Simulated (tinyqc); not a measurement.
RHF in the sto-3g basis, for H2O, spin multiplicity 1, step by step. One step of it, computed by the program tinyqc.

Question. Orthogonalisation. S = U s U^T; canonical form X = U s^(-1/2), so that X^T S X = 1. Each column of U has its largest component positive (the first on a tie).

overlap S, order 1O 1s, 1O 2s, 1O 2px, 1O 2py, 1O 2pz, 2H 1s, 3H 1s:
$$\begin{pmatrix}
1.000000 & 0.236704 & 0.000000 & 0.000000 & 0.000000 & 0.048861 & 0.048861 \\
0.236704 & 1.000000 & 0.000000 & 0.000000 & 0.000000 & 0.447745 & 0.447745 \\
0.000000 & 0.000000 & 1.000000 & 0.000000 & 0.000000 & 0.000000 & 0.000000 \\
0.000000 & 0.000000 & 0.000000 & 1.000000 & 0.000000 & 0.276977 & -0.276977 \\
0.000000 & 0.000000 & 0.000000 & 0.000000 & 1.000000 & 0.258032 & 0.258032 \\
0.048861 & 0.447745 & 0.000000 & 0.276977 & 0.258032 & 1.000000 & 0.271063 \\
0.048861 & 0.447745 & 0.000000 & -0.276977 & 0.258032 & 0.271063 & 1.000000
\end{pmatrix}$$

Give: eigenvalues of S; X.

Answer.

eigenvalues of S: [0.3702, 0.4500, 0.8780, 1.0000, 1.1060, 1.2790, 1.9168]

X, order 1O 1s, 1O 2s, 1O 2px, 1O 2py, 1O 2pz, 2H 1s, 3H 1s:
$$\begin{pmatrix}
-0.3127 & 0.0000 & 0.7494 & 0.0000 & 0.6234 & 0.0000 & 0.1459 \\
1.1243 & 0.0000 & -0.3225 & 0.0000 & 0.3309 & 0.0000 & 0.4083 \\
0.0000 & 0.0000 & 0.0000 & 1.0000 & 0.0000 & 0.0000 & 0.0000 \\
0.0000 & 0.8648 & 0.0000 & 0.0000 & 0.0000 & 0.7203 & 0.0000 \\
0.5802 & 0.0000 & 0.6525 & 0.0000 & -0.6119 & 0.0000 & 0.2136 \\
-0.7080 & -0.8586 & -0.1542 & 0.0000 & -0.1256 & 0.3627 & 0.3795 \\
-0.7080 & 0.8586 & -0.1542 & 0.0000 & -0.1256 & -0.3627 & 0.3795
\end{pmatrix}$$
